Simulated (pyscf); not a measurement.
**Atom transfer: `[CH3][Al]([CH3])[F]` + `[H]` [doublet] → `[CH3][Al][CH3]` [doublet] + `[FH]`**

Gas phase, doublet surface, charge 0. Bonds broken: Al2–F4. Bonds formed: F4–H11. Single points on ωB97X-D3(BJ)/def2-SVP structures (PySCF, gas phase).

Transition state (Å):

```xyz
11

C      0.4226     1.1881     0.7530
Al    -1.3294     1.3055    -0.1141
C     -2.1383    -0.2085    -1.0568
F     -2.5637     2.1692     0.9558
H      0.3287     0.5660     1.6642
H      0.8337     2.1616     1.0636
H      1.1654     0.6961     0.1018
H     -1.3974    -0.7516    -1.6682
H     -2.9806     0.0703    -1.7096
H     -2.5293    -0.9246    -0.3081
H     -3.1054     1.8807     1.9155
```

One imaginary mode, 2790i cm⁻¹; descent along it reached the two sides named, in the forms told below.

| bond | change | reactant side (Å) | saddle | product side |
|---|---|---|---|---|
| Al2–F4 | breaks | 1.681 | 1.848 | 2.215 |
| F4–H11 | forms | 3.0 | 1.139 | 0.935 |

Electronic energies relative to the separated reactants (kcal/mol):

```csv
level,barrier,reaction energy,reverse barrier
ωB97X-D3(BJ)/def2-TZVP,39.6,+25.0,14.6
PBE/def2-TZVP,23.3,+21.1,2.3
r²SCAN/def2-TZVP,26.3,+23.1,3.3
B3LYP-D3(BJ)/def2-TZVP,28.2,+22.0,6.2
PBE0-D3(BJ)/def2-TZVP,29.9,+21.5,8.4
M06-2X/def2-TZVP,34.2,+23.5,10.7
ωB97M-D3(BJ)/def2-TZVP,35.9,+25.6,10.4
HF/def2-TZVP,56.3,+27.5,28.7
```

With ωB97M-D3(BJ)/def2-TZVP energies and thermal terms (ideal gas, 1 atm, RRHO with modes under 100 cm⁻¹ raised to 100, one conformer, R ln 2 for chiral ones without a mode under 150 cm⁻¹), in kcal/mol:

```json
[
 {"T (K)": "298", "ΔH‡": "35.4", "ΔG‡": "41.8", "ΔH": "+29.0", "ΔG": "+26.7"},
 {"T (K)": "600", "ΔH‡": "35.1", "ΔG‡": "48.4", "ΔH": "+28.3", "ΔG": "+24.7"},
 {"T (K)": "900", "ΔH‡": "34.9", "ΔG‡": "55.1", "ΔH": "+27.3", "ΔG": "+23.1"},
 {"T (K)": "1200", "ΔH‡": "34.6", "ΔG‡": "61.8", "ΔH": "+26.3", "ΔG": "+21.8"}
]
```

On the product side the descent ends in an adduct with a Al–F contact, 5.6 kcal/mol under the separated species and 20.2 kcal/mol under the saddle at ωB97X-D3(BJ)/def2-TZVP. What is counted as broken (Al–F) persists as a longer contact in the product adduct; parting that adduct is a step of its own. The same reactants have a lower exit, to CH₄ + [H₃C–Al–F]• (barrier +23.7 kcal/mol at ωB97M-D3(BJ)/def2-TZVP, against +35.9 kcal/mol here). One saddle was located; it need not be the lowest between these sides. The angle at the transferred F is 133°.
